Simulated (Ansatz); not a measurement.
Ansatz (a first-principles code) input (B3LYP-D3(BJ)/def2-TZVP):

Ansatz 0.2 input:
```yaml
crystal:
  periodic: [false, false, false]
  atoms:
    - {symbol: F, position_ang: [-0.00000000, -0.00000000, -1.00770435]}
    - {symbol: Cl, position_ang: [0.00000000, 0.00000000, 0.53349054]}
basis:
  gaussian:
    orbitals: def2-TZVP
hamiltonian:
  xc: b3lyp
  dispersion: d3bj
total_charge: 1
magnetization: {spin_polarized: true, initial_magnetization: 1}
phonons: {temperatures: {t_min: 298.15, t_max: 298.15, t_step: 100}}
```

Output:

```
Functional definition: B3LYP
integrals: 0.01 GiB planned
419 factors; their error is unknown
mean field: 0.17 GiB planned
mean field evaluation 1: about -15217.1180 eV, gradient 5.7e1 eV
mean field evaluation 2: about -15157.5054 eV, gradient 1.4e2 eV
mean field evaluation 4: about -15226.5685 eV, gradient 5.3e0 eV
mean field evaluation 8: about -15226.7016 eV, gradient 1.1e-1 eV
mean field evaluation 16: about -15226.7016 eV, gradient 4.7e-5 eV
mean field -15226.70160631 eV, -559.5709630028 hartree, gradient 4.7e-5 eV, S^2 0.753543; 0 other end points of the search recorded, 0 dependent functions left out
the calculation of the forces begins
reference -15226.70173883 eV, -559.5709678728 hartree; 13, 12 occupied and 55, 56 virtual orbitals, 419 factors
these checks for a lower state are left out or cut short: stability, starts, cluster_reference, orbital_swaps, neighbouring_geometries, increment
integrals: 0.01 GiB planned
419 factors; their error is unknown
mean field: 0.17 GiB planned
mean field -15226.70160631 eV, -559.5709630028 hartree, gradient 8.4e-7 eV, S^2 0.753543; 0 other end points of the search recorded, 0 dependent functions left out
the calculation of the forces begins
reference -15226.70173883 eV, -559.5709678728 hartree; 13, 12 occupied and 55, 56 virtual orbitals, 419 factors
these checks for a lower state are left out or cut short: stability, starts, cluster_reference, orbital_swaps, neighbouring_geometries, increment
integrals: 0.01 GiB planned
419 factors; their error is unknown
mean field: 0.17 GiB planned
mean field -15226.70160631 eV, -559.5709630028 hartree, gradient 8.4e-7 eV, S^2 0.753543; 0 other end points of the search recorded, 0 dependent functions left out
the calculation of the forces begins
reference -15226.70173883 eV, -559.5709678728 hartree; 13, 12 occupied and 55, 56 virtual orbitals, 419 factors
these checks for a lower state are left out or cut short: stability, starts, cluster_reference, orbital_swaps, neighbouring_geometries, increment
integrals: 0.01 GiB planned
419 factors; their error is unknown
mean field: 0.17 GiB planned
mean field evaluation 32: about -15226.6619 eV, gradient 1.1e-1 eV
mean field -15226.70160631 eV, -559.5709630028 hartree, gradient 8.5e-7 eV, S^2 0.753543; 0 other end points of the search recorded, 0 dependent functions left out
the calculation of the forces begins
reference -15226.70173883 eV, -559.5709678728 hartree; 13, 12 occupied and 55, 56 virtual orbitals, 419 factors
these checks for a lower state are left out or cut short: stability, starts, cluster_reference, orbital_swaps, neighbouring_geometries, increment
integrals: 0.01 GiB planned
419 factors; their error is unknown
mean field: 0.17 GiB planned
mean field -15226.70160631 eV, -559.5709630028 hartree, gradient 8.5e-7 eV, S^2 0.753543; 0 other end points of the search recorded, 0 dependent functions left out
the calculation of the forces begins
reference -15226.70173883 eV, -559.5709678728 hartree; 13, 12 occupied and 55, 56 virtual orbitals, 419 factors
these checks for a lower state are left out or cut short: stability, starts, cluster_reference, orbital_swaps, neighbouring_geometries, increment
integrals: 0.01 GiB planned
419 factors; their error is unknown
mean field: 0.17 GiB planned
mean field -15226.70148141 eV, -559.5709584129 hartree, gradient 1.8e-6 eV, S^2 0.753543; 0 other end points of the search recorded, 0 dependent functions left out
the calculation of the forces begins
reference -15226.70161394 eV, -559.5709632833 hartree; 13, 12 occupied and 55, 56 virtual orbitals, 419 factors
these checks for a lower state are left out or cut short: stability, starts, cluster_reference, orbital_swaps, neighbouring_geometries, increment
integrals: 0.01 GiB planned
419 factors; their error is unknown
mean field: 0.17 GiB planned
mean field -15226.70148357 eV, -559.5709584923 hartree, gradient 1.8e-6 eV, S^2 0.753542; 0 other end points of the search recorded, 0 dependent functions left out
the calculation of the forces begins
reference -15226.70161608 eV, -559.5709633618 hartree; 13, 12 occupied and 55, 56 virtual orbitals, 419 factors
these checks for a lower state are left out or cut short: stability, starts, cluster_reference, orbital_swaps, neighbouring_geometries, increment
integrals: 0.01 GiB planned
419 factors; their error is unknown
mean field: 0.17 GiB planned
mean field evaluation 64: about -15226.7016 eV, gradient 5.0e-5 eV
mean field -15226.70160631 eV, -559.5709630028 hartree, gradient 8.4e-7 eV, S^2 0.753543; 0 other end points of the search recorded, 0 dependent functions left out
the calculation of the forces begins
reference -15226.70173883 eV, -559.5709678728 hartree; 13, 12 occupied and 55, 56 virtual orbitals, 419 factors
these checks for a lower state are left out or cut short: stability, starts, cluster_reference, orbital_swaps, neighbouring_geometries, increment
integrals: 0.01 GiB planned
419 factors; their error is unknown
mean field: 0.17 GiB planned
mean field -15226.70160631 eV, -559.5709630028 hartree, gradient 8.4e-7 eV, S^2 0.753543; 0 other end points of the search recorded, 0 dependent functions left out
the calculation of the forces begins
reference -15226.70173883 eV, -559.5709678728 hartree; 13, 12 occupied and 55, 56 virtual orbitals, 419 factors
these checks for a lower state are left out or cut short: stability, starts, cluster_reference, orbital_swaps, neighbouring_geometries, increment
integrals: 0.01 GiB planned
419 factors; their error is unknown
mean field: 0.17 GiB planned
mean field -15226.70160631 eV, -559.5709630028 hartree, gradient 8.5e-7 eV, S^2 0.753543; 0 other end points of the search recorded, 0 dependent functions left out
the calculation of the forces begins
reference -15226.70173883 eV, -559.5709678728 hartree; 13, 12 occupied and 55, 56 virtual orbitals, 419 factors
these checks for a lower state are left out or cut short: stability, starts, cluster_reference, orbital_swaps, neighbouring_geometries, increment
integrals: 0.01 GiB planned
419 factors; their error is unknown
mean field: 0.17 GiB planned
mean field -15226.70160631 eV, -559.5709630028 hartree, gradient 8.5e-7 eV, S^2 0.753543; 0 other end points of the search recorded, 0 dependent functions left out
the calculation of the forces begins
reference -15226.70173883 eV, -559.5709678728 hartree; 13, 12 occupied and 55, 56 virtual orbitals, 419 factors
these checks for a lower state are left out or cut short: stability, starts, cluster_reference, orbital_swaps, neighbouring_geometries, increment
integrals: 0.01 GiB planned
419 factors; their error is unknown
mean field: 0.17 GiB planned
mean field evaluation 96: about -15226.7015 eV, gradient 1.8e-6 eV
mean field -15226.70148357 eV, -559.5709584923 hartree, gradient 1.8e-6 eV, S^2 0.753542; 0 other end points of the search recorded, 0 dependent functions left out
the calculation of the forces begins
reference -15226.70161608 eV, -559.5709633618 hartree; 13, 12 occupied and 55, 56 virtual orbitals, 419 factors
these checks for a lower state are left out or cut short: stability, starts, cluster_reference, orbital_swaps, neighbouring_geometries, increment
integrals: 0.01 GiB planned
419 factors; their error is unknown
mean field: 0.17 GiB planned
mean field -15226.70148141 eV, -559.5709584129 hartree, gradient 1.8e-6 eV, S^2 0.753543; 0 other end points of the search recorded, 0 dependent functions left out
the calculation of the forces begins
reference -15226.70161394 eV, -559.5709632833 hartree; 13, 12 occupied and 55, 56 virtual orbitals, 419 factors
Total energy: -15226.72148885 eV, -559.5716936728 hartree
Atom 0 at    -0.000000    -0.000000    -1.007704 Å, force     0.000000    -0.000000     0.000172 eV/Å
Atom 1 at     0.000000     0.000000     0.533491 Å, force    -0.000000     0.000000    -0.000172 eV/Å
Dipole moment:    -0.000000    -0.000000     0.357377 e Å
Vibrations: 933.33 cm⁻¹, zero-point energy 0.057859 eV
```
